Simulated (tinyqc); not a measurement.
CIS and TDHF on RHF in the sto-6g basis, frozen core, for H2O, spin multiplicity 1, step by step. Computed by tinyqc, a small Python program that keeps every step (integrals from PySCF). Settings: charge = 0, multiplicity = 1, basis = sto-6g, method = RHF, frozen orbitals = 1, energy threshold = 1e-10, iteration cap = 55, orthogonalisation = symmetric, start = Wolfsberg-Helmholz matrix, DIIS depth = 6, TDHF = 1. Command: `OMP_NUM_THREADS=1 python tinyqc.py 31120 31121 out.jsonl` (the two numbers bound the seeds that draw the settings). One thread of a shared host (Intel(R) Xeon(R) Processor @ 2.60GHz), about 0.1 s of CPU time with the checks. The early iterations of the SCF are left out here.

## One-electron integrals

Geometry (angstrom):
```
atom       x        y       z
O     0.0000   0.0000  0.0000
H     0.0000   0.7270  0.7080
H     0.0000  -0.7270  0.7080
```

Basis sto-6g: exponents (1/bohr^2) and contraction coefficients of normalised primitives:
```
element  l (shell)   exponent  coefficient
O            s (1)  1355.5842       0.0092
O            s (1)   248.5449       0.0494
O            s (1)    69.5339       0.1685
O            s (1)    23.8868       0.3706
O            s (1)     9.2759       0.4165
O            s (1)     3.8203       0.1303
O            s (2)    52.1878      -0.0133
O            s (2)    10.3293      -0.0470
O            s (2)     3.2103      -0.0338
O            s (2)     1.2351       0.2502
O            s (2)     0.5364       0.5951
O            s (2)     0.2459       0.2407
O            p (3)    52.1878       0.0038
O            p (3)    10.3293       0.0377
O            p (3)     3.2103       0.1739
O            p (3)     1.2351       0.4180
O            p (3)     0.5364       0.4259
O            p (3)     0.2459       0.1017
H            s (1)    35.5232       0.0092
H            s (1)     6.5131       0.0494
H            s (1)     1.8221       0.1685
H            s (1)     0.6260       0.3706
H            s (1)     0.2431       0.4165
H            s (1)     0.1001       0.1303
```

Overlap, kinetic and nuclear-attraction integrals over the contracted functions; the nuclear repulsion is the sum of Za Zb / Rab.

nuclear repulsion = 8.707405 hartree

overlap S, order 1O 1s, 1O 2s, 1O 2px, 1O 2py, 1O 2pz, 2H 1s, 3H 1s:
```
[[1.0000, 0.2311, 0.0000, 0.0000, 0.0000, 0.0486, 0.0486],
 [0.2311, 1.0000, 0.0000, 0.0000, 0.0000, 0.4399, 0.4399],
 [0.0000, 0.0000, 1.0000, 0.0000, 0.0000, 0.0000, 0.0000],
 [0.0000, 0.0000, 0.0000, 1.0000, 0.0000, 0.2666, -0.2666],
 [0.0000, 0.0000, 0.0000, 0.0000, 1.0000, 0.2596, 0.2596],
 [0.0486, 0.4399, 0.0000, 0.2666, 0.2596, 1.0000, 0.2743],
 [0.0486, 0.4399, 0.0000, -0.2666, 0.2596, 0.2743, 1.0000]]
```

kinetic energy T (hartree), order 1O 1s, 1O 2s, 1O 2px, 1O 2py, 1O 2pz, 2H 1s, 3H 1s:
```
[[29.3272, -0.8960, 0.0000, 0.0000, 0.0000, -0.0042, -0.0042],
 [-0.8960, 0.8426, 0.0000, 0.0000, 0.0000, 0.1018, 0.1018],
 [0.0000, 0.0000, 2.5313, 0.0000, 0.0000, 0.0000, 0.0000],
 [0.0000, 0.0000, 0.0000, 2.5313, 0.0000, 0.1719, -0.1719],
 [0.0000, 0.0000, 0.0000, 0.0000, 2.5313, 0.1674, 0.1674],
 [-0.0042, 0.1018, 0.0000, 0.1719, 0.1674, 0.7685, 0.0137],
 [-0.0042, 0.1018, 0.0000, -0.1719, 0.1674, 0.0137, 0.7685]]
```

nuclear attraction V (hartree), order 1O 1s, 1O 2s, 1O 2px, 1O 2py, 1O 2pz, 2H 1s, 3H 1s:
```
[[-62.3012, -6.3923, 0.0000, 0.0000, -0.0204, -1.5379, -1.5379],
 [-6.3923, -10.0334, 0.0000, 0.0000, -0.2311, -3.4971, -3.4971],
 [0.0000, 0.0000, -9.9598, 0.0000, 0.0000, 0.0000, 0.0000],
 [0.0000, 0.0000, 0.0000, -10.0725, 0.0000, -1.8799, 1.8799],
 [-0.0204, -0.2311, 0.0000, 0.0000, -10.0667, -1.9111, -1.9111],
 [-1.5379, -3.4971, 0.0000, -1.8799, -1.9111, -5.6523, -1.6663],
 [-1.5379, -3.4971, 0.0000, 1.8799, -1.9111, -1.6663, -5.6523]]
```

core Hamiltonian H = T + V (hartree), order 1O 1s, 1O 2s, 1O 2px, 1O 2py, 1O 2pz, 2H 1s, 3H 1s:
```
[[-32.9741, -7.2884, 0.0000, 0.0000, -0.0204, -1.5422, -1.5422],
 [-7.2884, -9.1908, 0.0000, 0.0000, -0.2311, -3.3952, -3.3952],
 [0.0000, 0.0000, -7.4285, 0.0000, 0.0000, 0.0000, 0.0000],
 [0.0000, 0.0000, 0.0000, -7.5412, 0.0000, -1.7080, 1.7080],
 [-0.0204, -0.2311, 0.0000, 0.0000, -7.5354, -1.7437, -1.7437],
 [-1.5422, -3.3952, 0.0000, -1.7080, -1.7437, -4.8838, -1.6526],
 [-1.5422, -3.3952, 0.0000, 1.7080, -1.7437, -1.6526, -4.8838]]
```

## Two-electron integrals

Functions are numbered as in S; the eight-fold symmetry (ij|kl) = (ji|kl) = (kl|ij) leaves the list below.

Two-electron integrals (ij|kl) in chemists' order, unique and non-zero (hartree):
```
(11|11) 4.7875      (21|11) 0.6759      (21|21) 0.1215      (22|11) 1.1174
(22|21) 0.2492      (22|22) 0.8174      (31|31) 0.0258      (32|31) 0.0391
(32|32) 0.1807      (33|11) 1.1174      (33|21) 0.2492      (33|22) 0.8174
(33|33) 0.8807      (41|41) 0.0258      (42|41) 0.0391      (42|42) 0.1807
(43|43) 0.0475      (44|11) 1.1174      (44|21) 0.2492      (44|22) 0.8174
(44|33) 0.7857      (44|44) 0.8807      (51|51) 0.0258      (52|51) 0.0391
(52|52) 0.1807      (53|53) 0.0475      (54|54) 0.0475      (55|11) 1.1174
(55|21) 0.2492      (55|22) 0.8174      (55|33) 0.7857      (55|44) 0.7857
(55|55) 0.8807      (61|11) 0.1515      (61|21) 0.0261      (61|22) 0.0523
(61|33) 0.0522      (61|41) 0.0009      (61|42) 0.0018      (61|44) 0.0524
(61|51) 0.0009      (61|52) 0.0017      (61|54) 1.69e-04    (61|55) 0.0524
(61|61) 0.0057      (62|11) 0.3653      (62|21) 0.0826      (62|22) 0.2996
(62|33) 0.2946      (62|41) 0.0047      (62|42) 0.0348      (62|44) 0.3023
(62|51) 0.0046      (62|52) 0.0339      (62|54) 0.0074      (62|55) 0.3019
(62|61) 0.0178      (62|62) 0.1361      (63|31) 0.0092      (63|32) 0.0517
(63|43) 0.0072      (63|53) 0.0070      (63|63) 0.0193      (64|11) 0.1880
(64|21) 0.0431      (64|22) 0.1668      (64|33) 0.1592      (64|41) 0.0114
(64|42) 0.0701      (64|44) 0.1778      (64|51) 0.0021      (64|52) 0.0179
(64|54) 0.0111      (64|55) 0.1632      (64|61) 0.0097      (64|62) 0.0921
(64|64) 0.0811      (65|11) 0.1830      (65|21) 0.0420      (65|22) 0.1624
(65|33) 0.1551      (65|41) 0.0021      (65|42) 0.0179      (65|44) 0.1592
(65|51) 0.0113      (65|52) 0.0691      (65|54) 0.0112      (65|55) 0.1730
(65|61) 0.0095      (65|62) 0.0897      (65|64) 0.0601      (65|65) 0.0779
(66|11) 0.5057      (66|21) 0.1165      (66|22) 0.4829      (66|33) 0.4636
(66|41) 0.0087      (66|42) 0.0875      (66|44) 0.4933      (66|51) 0.0085
(66|52) 0.0853      (66|54) 0.0290      (66|55) 0.4918      (66|61) 0.0254
(66|62) 0.2769      (66|64) 0.2140      (66|65) 0.2084      (66|66) 0.7750
(71|11) 0.1515      (71|21) 0.0261      (71|22) 0.0523      (71|33) 0.0522
(71|41) -0.0009     (71|42) -0.0018     (71|44) 0.0524      (71|51) 0.0009
(71|52) 0.0017      (71|54) -1.69e-04   (71|55) 0.0524      (71|61) 0.0056
(71|62) 0.0173      (71|64) 0.0086      (71|65) 0.0092      (71|66) 0.0244
(71|71) 0.0057      (72|11) 0.3653      (72|21) 0.0826      (72|22) 0.2996
(72|33) 0.2946      (72|41) -0.0047     (72|42) -0.0348     (72|44) 0.3023
(72|51) 0.0046      (72|52) 0.0339      (72|54) -0.0074     (72|55) 0.3019
(72|61) 0.0173      (72|62) 0.1137      (72|64) 0.0526      (72|65) 0.0731
(72|66) 0.1934      (72|71) 0.0178      (72|72) 0.1361      (73|31) 0.0092
(73|32) 0.0517      (73|43) -0.0072     (73|53) 0.0070      (73|63) 0.0158
(73|73) 0.0193      (74|11) -0.1880     (74|21) -0.0431     (74|22) -0.1668
(74|33) -0.1592     (74|41) 0.0114      (74|42) 0.0701      (74|44) -0.1778
(74|51) -0.0021     (74|52) -0.0179     (74|54) 0.0111      (74|55) -0.1632
(74|61) -0.0086     (74|62) -0.0526     (74|64) -0.0090     (74|65) -0.0330
(74|66) -0.0783     (74|71) -0.0097     (74|72) -0.0921     (74|74) 0.0811
(75|11) 0.1830      (75|21) 0.0420      (75|22) 0.1624      (75|33) 0.1551
(75|41) -0.0021     (75|42) -0.0179     (75|44) 0.1592      (75|51) 0.0113
(75|52) 0.0691      (75|54) -0.0112     (75|55) 0.1730      (75|61) 0.0092
(75|62) 0.0731      (75|64) 0.0330      (75|65) 0.0620      (75|66) 0.1367
(75|71) 0.0095      (75|72) 0.0897      (75|74) -0.0601     (75|75) 0.0779
(76|11) 0.1625      (76|21) 0.0372      (76|22) 0.1473      (76|33) 0.1435
(76|44) 0.1458      (76|51) 0.0032      (76|52) 0.0282      (76|55) 0.1526
(76|61) 0.0080      (76|62) 0.0687      (76|64) 0.0399      (76|65) 0.0509
(76|66) 0.1489      (76|71) 0.0080      (76|72) 0.0687      (76|74) -0.0399
(76|75) 0.0509      (76|76) 0.0431      (77|11) 0.5057      (77|21) 0.1165
(77|22) 0.4829      (77|33) 0.4636      (77|41) -0.0087     (77|42) -0.0875
(77|44) 0.4933      (77|51) 0.0085      (77|52) 0.0853      (77|54) -0.0290
(77|55) 0.4918      (77|61) 0.0244      (77|62) 0.1934      (77|64) 0.0783
(77|65) 0.1367      (77|66) 0.3556      (77|71) 0.0254      (77|72) 0.2769
(77|74) -0.2140     (77|75) 0.2084      (77|76) 0.1489      (77|77) 0.7750
```

## Orthogonalisation

S = U s U^T; symmetric (Loewdin) form X = U s^(-1/2) U^T, so that X^T S X = 1.

eigenvalues of S: [0.3810, 0.4617, 0.8788, 1.0000, 1.1056, 1.2640, 1.9089]

X, order 1O 1s, 1O 2s, 1O 2px, 1O 2py, 1O 2pz, 2H 1s, 3H 1s:
```
[[1.0226, -0.1357, 0.0000, 0.0000, -0.0093, 0.0184, 0.0184],
 [-0.1357, 1.2013, 0.0000, 0.0000, 0.1044, -0.2582, -0.2582],
 [0.0000, 0.0000, 1.0000, 0.0000, 0.0000, 0.0000, 0.0000],
 [0.0000, 0.0000, 0.0000, 1.0811, 0.0000, -0.1934, 0.1934],
 [-0.0093, 0.1044, 0.0000, 0.0000, 1.0605, -0.1500, -0.1500],
 [0.0184, -0.2582, 0.0000, -0.1934, -0.1500, 1.1787, -0.1014],
 [0.0184, -0.2582, 0.0000, 0.1934, -0.1500, -0.1014, 1.1787]]
```

## Iteration 8 (converged): orbitals

converged F (hartree), order 1O 1s, 1O 2s, 1O 2px, 1O 2py, 1O 2pz, 2H 1s, 3H 1s:
```
[[-20.5217, -4.9658, 0.0000, 0.0000, -0.0277, -1.0517, -1.0517],
 [-4.9658, -2.3354, 0.0000, 0.0000, -0.1162, -0.9252, -0.9252],
 [0.0000, 0.0000, -0.4022, 0.0000, 0.0000, 0.0000, 0.0000],
 [0.0000, 0.0000, 0.0000, -0.2832, 0.0000, -0.3521, 0.3521],
 [-0.0277, -0.1162, 0.0000, 0.0000, -0.3331, -0.3936, -0.3936],
 [-1.0517, -0.9252, 0.0000, -0.3521, -0.3936, -0.5206, -0.3886],
 [-1.0517, -0.9252, 0.0000, 0.3521, -0.3936, -0.3886, -0.5206]]
```

Diagonalise F' = X^T F X, C = X C', fill 5 alpha and 5 beta electrons from the bottom; D = 2 C_occ C_occ^T. Each column has its largest component positive (the first on a tie).

F' = X^T F X (hartree):
```
[[-20.1946, -2.5029, 0.0000, 0.0000, -0.0486, -0.1711, -0.1711],
 [-2.5029, -1.2394, 0.0000, 0.0000, 0.1176, -0.4582, -0.4582],
 [0.0000, 0.0000, -0.4022, 0.0000, 0.0000, 0.0000, 0.0000],
 [0.0000, 0.0000, 0.0000, -0.0463, 0.0000, -0.4217, 0.4217],
 [-0.0486, 0.1176, 0.0000, 0.0000, -0.1558, -0.3488, -0.3488],
 [-0.1711, -0.4582, 0.0000, -0.4217, -0.3488, -0.0035, -0.1148],
 [-0.1711, -0.4582, 0.0000, 0.4217, -0.3488, -0.1148, -0.0035]]
```

orbital energies (hartree): [-20.5247, -1.2617, -0.5690, -0.4814, -0.4022, 0.5596, 0.6341]

coefficients C, order 1O 1s, 1O 2s, 1O 2px, 1O 2py, 1O 2pz, 2H 1s, 3H 1s:
```
[[0.9968, -0.2230, 0.0000, 0.0991, 0.0000, -0.1086, 0.0000],
 [0.0151, 0.8553, 0.0000, -0.5458, 0.0000, 0.7590, 0.0000],
 [0.0000, 0.0000, 0.0000, 0.0000, 1.0000, 0.0000, 0.0000],
 [0.0000, 0.0000, 0.6326, 0.0000, 0.0000, 0.0000, 0.9183],
 [0.0031, 0.1215, 0.0000, 0.7255, 0.0000, 0.7997, 0.0000],
 [-0.0033, 0.1485, 0.4512, 0.3130, 0.0000, -0.7414, -0.8082],
 [-0.0033, 0.1485, -0.4512, 0.3130, 0.0000, -0.7414, 0.8082]]
```

D after iteration 8, order 1O 1s, 1O 2s, 1O 2px, 1O 2py, 1O 2pz, 2H 1s, 3H 1s:
```
[[2.1062, -0.4597, 0.0000, 0.0000, 0.0957, -0.0107, -0.0107],
 [-0.4597, 2.0595, 0.0000, 0.0000, -0.5840, -0.0877, -0.0877],
 [0.0000, 0.0000, 2.0000, 0.0000, 0.0000, 0.0000, 0.0000],
 [0.0000, 0.0000, 0.0000, 0.8004, 0.0000, 0.5708, -0.5708],
 [0.0957, -0.5840, 0.0000, 0.0000, 1.0822, 0.4903, 0.4903],
 [-0.0107, -0.0877, 0.0000, 0.5708, 0.4903, 0.6472, -0.1670],
 [-0.0107, -0.0877, 0.0000, -0.5708, 0.4903, -0.1670, 0.6472]]
```

## Convergence

Stop when the energy changes by less than 1e-10 hartree and every element of the error matrix X^T (F D S - S D F) X is below 3e-06.

Course of the cycle:
```
iteration  E (hartree)     change  largest element of the error matrix
1           -75.293189          -                             4.31e-01
2           -75.658271  -3.65e-01                             1.14e-01
3           -75.675404  -1.71e-02                             3.17e-02
4           -75.676719  -1.31e-03                             5.34e-03
5           -75.676788  -6.91e-05                             1.71e-03
6           -75.676796  -7.15e-06                             1.20e-05
7           -75.676796  -1.73e-10                             8.33e-08
8           -75.676796     0.0000                             4.42e-10
```

PySCF RHF in the same basis = -75.676796 hartree

Converged in 8 iterations.

## Integrals over molecular orbitals

(pq|rs) = sum C_ip C_jq C_kr C_ls (ij|kl), one index at a time.

one-electron integrals over orbitals h = C^T H C (hartree):
```
[[-32.9610, 0.5674, 0.0000, -0.2476, 0.0000, 0.2807, 0.0000],
 [0.5674, -7.6771, 0.0000, 0.5113, 0.0000, -1.3422, 0.0000],
 [0.0000, 0.0000, -6.2835, 0.0000, 0.0000, 0.0000, -1.6935],
 [-0.2476, 0.5113, 0.0000, -6.7952, 0.0000, -1.2088, 0.0000],
 [0.0000, 0.0000, 0.0000, 0.0000, -7.4285, 0.0000, 0.0000],
 [0.2807, -1.3422, 0.0000, -1.2088, 0.0000, -5.4827, 0.0000],
 [0.0000, 0.0000, -1.6935, 0.0000, 0.0000, 0.0000, -5.5102]]
```

Two-electron integrals over orbitals (pq|rs), unique and non-zero (hartree); the lowest 1 orbital is frozen and left out:
```
(22|22) 0.7305    (32|32) 0.1380    (33|22) 0.6424    (33|33) 0.6257
(42|22) -0.0075   (42|33) 0.0030    (42|42) 0.1263    (43|32) 0.0197
(43|43) 0.0524    (44|22) 0.6637    (44|33) 0.5894    (44|42) -0.0980
(44|44) 0.7344    (52|52) 0.1463    (53|53) 0.0287    (54|52) -0.0490
(54|54) 0.0538    (55|22) 0.7509    (55|33) 0.6266    (55|42) -0.0797
(55|44) 0.7060    (55|55) 0.8807    (62|22) 0.1431    (62|33) 0.0797
(62|42) 0.0228    (62|44) 0.0709    (62|55) 0.1522    (62|62) 0.1025
(63|32) -0.0290   (63|43) -0.0294   (63|63) 0.0638    (64|22) 0.1069
(64|33) 0.0490    (64|42) -0.0533   (64|44) 0.1303    (64|55) 0.1350
(64|62) 0.0575    (64|64) 0.0889    (65|52) 0.0537    (65|54) 0.0018
(65|65) 0.0367    (66|22) 0.6222    (66|33) 0.5724    (66|42) 0.0498
(66|44) 0.5598    (66|55) 0.5987    (66|62) 0.1041    (66|64) 0.0495
(66|66) 0.6083    (72|32) 0.0437    (72|43) -0.0368   (72|63) 0.0343
(72|72) 0.0628    (73|22) 0.1421    (73|33) 0.0907    (73|42) -0.0854
(73|44) 0.1433    (73|55) 0.1922    (73|62) 0.0724    (73|64) 0.0949
(73|66) 0.0421    (73|73) 0.1596    (74|32) -0.0792   (74|43) -0.0058
(74|63) 0.0464    (74|72) -0.0144   (74|74) 0.0740    (75|53) 0.0236
(75|75) 0.0234    (76|32) 0.0885    (76|43) 0.0533    (76|63) -0.0559
(76|72) -0.0118   (76|74) -0.0613   (76|76) 0.1096    (77|22) 0.6133
(77|33) 0.6008    (77|42) -0.0096   (77|44) 0.5872    (77|55) 0.6080
(77|62) 0.0638    (77|64) 0.0395    (77|66) 0.5677    (77|73) 0.0788
(77|77) 0.6044
```

## CIS matrix, singlets

A(ia,jb) = (e_a - e_i) d_ij d_ab + 2 (ia|jb) - (ij|ab).

CIS matrix A, singlet (hartree), order 2>6, 2>7, 3>6, 3>7, 4>6, 4>7, 5>6, 5>7:
```
[[1.4040, 0.0000, 0.0000, 0.0563, 0.0651, 0.0000, 0.0000, 0.0000],
 [0.0000, 1.4080, -0.0199, 0.0000, 0.0000, -0.0191, 0.0000, 0.0000],
 [0.0000, -0.0199, 0.6838, 0.0000, 0.0000, 0.0394, 0.0000, 0.0000],
 [0.0563, 0.0000, 0.0000, 0.9216, 0.1365, 0.0000, 0.0000, 0.0000],
 [0.0651, 0.0000, 0.0000, 0.1365, 0.6591, 0.0000, 0.0000, 0.0000],
 [0.0000, -0.0191, 0.0394, 0.0000, 0.0000, 0.6763, 0.0000, 0.0000],
 [0.0000, 0.0000, 0.0000, 0.0000, 0.0000, 0.0000, 0.4367, 0.0000],
 [0.0000, 0.0000, 0.0000, 0.0000, 0.0000, 0.0000, 0.0000, 0.4751]]
```

## CIS singlet states

dipole integrals <i|r|a> (bohr), order 2>6, 2>7, 3>6, 3>7, 4>6, 4>7, 5>6, 5>7:
```
[[0.0000, 0.0000, -0.1242],
 [0.0000, -0.1029, 0.0000],
 [0.0000, -0.7397, 0.0000],
 [0.0000, 0.0000, -0.7381],
 [0.0000, 0.0000, -0.6444],
 [0.0000, -0.7129, 0.0000],
 [0.0638, 0.0000, 0.0000],
 [0.0000, 0.0000, 0.0000]]
```

Diagonalise A (1 hartree = 27.211386 eV); each vector has its largest component positive (the first on a tie). The transition dipole is mu = sqrt2 sum c_ia <i|r|a>.

singlet excitation energies (eV): [11.8822, 12.9269, 16.3052, 17.4274, 19.5542, 26.2909, 38.3443, 38.6225]

lowest vectors, order 2>6, 2>7, 3>6, 3>7, 4>6, 4>7, 5>6, 5>7:
```
[[0.0000, 0.0000, -0.0480, 0.0000, 0.0000, -0.1724],
 [0.0000, 0.0000, 0.0000, 0.0010, 0.0399, 0.0000],
 [0.0000, 0.0000, 0.0000, -0.6726, 0.7395, 0.0000],
 [0.0000, 0.0000, -0.3822, 0.0000, 0.0000, 0.9132],
 [0.0000, 0.0000, 0.9228, 0.0000, 0.0000, 0.3693],
 [0.0000, 0.0000, 0.0000, 0.7400, 0.6720, 0.0000],
 [1.0000, 0.0000, 0.0000, 0.0000, 0.0000, 0.0000],
 [0.0000, 1.0000, 0.0000, 0.0000, 0.0000, 0.0000]]
```

oscillator strengths 2/3 w |mu|^2: [0.0024, 0.0000, 0.0751, 0.0008, 1.0168, 1.0217]

## TDHF (RPA) singlet states

B(ia,jb) = 2 (ia|jb) - (ib|ja); the squared energies are the eigenvalues of (A - B)(A + B); 1 hartree = 27.211386 eV.

TDHF matrix B, singlet (hartree), order 2>6, 2>7, 3>6, 3>7, 4>6, 4>7, 5>6, 5>7:
```
[[0.1025, 0.0000, 0.0000, 0.1105, 0.0575, 0.0000, 0.0000, 0.0000],
 [0.0000, 0.0628, -0.0038, 0.0000, 0.0000, -0.0144, 0.0000, 0.0000],
 [0.0000, -0.0038, 0.0638, 0.0000, 0.0000, -0.0022, 0.0000, 0.0000],
 [0.1105, 0.0000, 0.0000, 0.1596, 0.1434, 0.0000, 0.0000, 0.0000],
 [0.0575, 0.0000, 0.0000, 0.1434, 0.0889, 0.0000, 0.0000, 0.0000],
 [0.0000, -0.0144, -0.0022, 0.0000, 0.0000, 0.0740, 0.0000, 0.0000],
 [0.0000, 0.0000, 0.0000, 0.0000, 0.0000, 0.0000, 0.0367, 0.0000],
 [0.0000, 0.0000, 0.0000, 0.0000, 0.0000, 0.0000, 0.0000, 0.0234]]
```

squared energies w^2 (hartree^2): [0.1893, 0.2251, 0.3548, 0.4050, 0.5120, 0.8673, 1.9690, 1.9813]

TDHF energies from the positive w^2 (eV): [11.8401, 12.9112, 16.2087, 17.3170, 19.4710, 25.3419, 38.1830, 38.3021]

## CIS matrix, triplets

A(ia,jb) = (e_a - e_i) d_ij d_ab - (ij|ab).

CIS matrix A, triplet (hartree), order 2>6, 2>7, 3>6, 3>7, 4>6, 4>7, 5>6, 5>7:
```
[[1.1991, 0.0000, 0.0000, -0.0885, -0.0498, 0.0000, 0.0000, 0.0000],
 [0.0000, 1.2825, -0.0885, 0.0000, 0.0000, 0.0096, 0.0000, 0.0000],
 [0.0000, -0.0885, 0.5563, 0.0000, 0.0000, -0.0533, 0.0000, 0.0000],
 [-0.0885, 0.0000, 0.0000, 0.6024, -0.0533, 0.0000, 0.0000, 0.0000],
 [-0.0498, 0.0000, 0.0000, -0.0533, 0.4812, 0.0000, 0.0000, 0.0000],
 [0.0000, 0.0096, -0.0533, 0.0000, 0.0000, 0.5283, 0.0000, 0.0000],
 [0.0000, 0.0000, 0.0000, 0.0000, 0.0000, 0.0000, 0.3632, 0.0000],
 [0.0000, 0.0000, 0.0000, 0.0000, 0.0000, 0.0000, 0.0000, 0.4283]]
```

## CIS triplet states

Diagonalise A (1 hartree = 27.211386 eV); each vector has its largest component positive (the first on a tie).

triplet excitation energies (eV): [9.8824, 11.6557, 12.3200, 13.1791, 16.0351, 16.7520, 33.0433, 35.1964]

lowest vectors, order 2>6, 2>7, 3>6, 3>7, 4>6, 4>7, 5>6, 5>7:
```
[[0.0000, 0.0000, 0.1071, 0.0000, 0.0000, 0.1041],
 [0.0000, 0.0000, 0.0000, 0.0619, 0.1056, 0.0000],
 [0.0000, 0.0000, 0.0000, 0.6418, 0.7574, 0.0000],
 [0.0000, 0.0000, 0.3891, 0.0000, 0.0000, 0.9108],
 [0.0000, 0.0000, 0.9150, 0.0000, 0.0000, -0.3995],
 [0.0000, 0.0000, 0.0000, 0.7644, -0.6444, 0.0000],
 [1.0000, 0.0000, 0.0000, 0.0000, 0.0000, 0.0000],
 [0.0000, 1.0000, 0.0000, 0.0000, 0.0000, 0.0000]]
```

## TDHF (RPA) triplet states

B(ia,jb) = - (ib|ja); the squared energies are the eigenvalues of (A - B)(A + B); 1 hartree = 27.211386 eV.

TDHF matrix B, triplet (hartree), order 2>6, 2>7, 3>6, 3>7, 4>6, 4>7, 5>6, 5>7:
```
[[-0.1025, 0.0000, 0.0000, -0.0343, -0.0575, 0.0000, 0.0000, 0.0000],
 [0.0000, -0.0628, -0.0724, 0.0000, 0.0000, 0.0144, 0.0000, 0.0000],
 [0.0000, -0.0724, -0.0638, 0.0000, 0.0000, -0.0949, 0.0000, 0.0000],
 [-0.0343, 0.0000, 0.0000, -0.1596, -0.0464, 0.0000, 0.0000, 0.0000],
 [-0.0575, 0.0000, 0.0000, -0.0464, -0.0889, 0.0000, 0.0000, 0.0000],
 [0.0000, 0.0144, -0.0949, 0.0000, 0.0000, -0.0740, 0.0000, 0.0000],
 [0.0000, 0.0000, 0.0000, 0.0000, 0.0000, 0.0000, -0.0367, 0.0000],
 [0.0000, 0.0000, 0.0000, 0.0000, 0.0000, 0.0000, 0.0000, -0.0234]]
```

squared energies w^2 (hartree^2): [0.1305, 0.1765, 0.1829, 0.2057, 0.3437, 0.3624, 1.4625, 1.6630]

TDHF energies from the positive w^2 (eV): [9.8317, 11.4324, 11.6383, 12.3423, 15.9530, 16.3810, 32.9078, 35.0912]
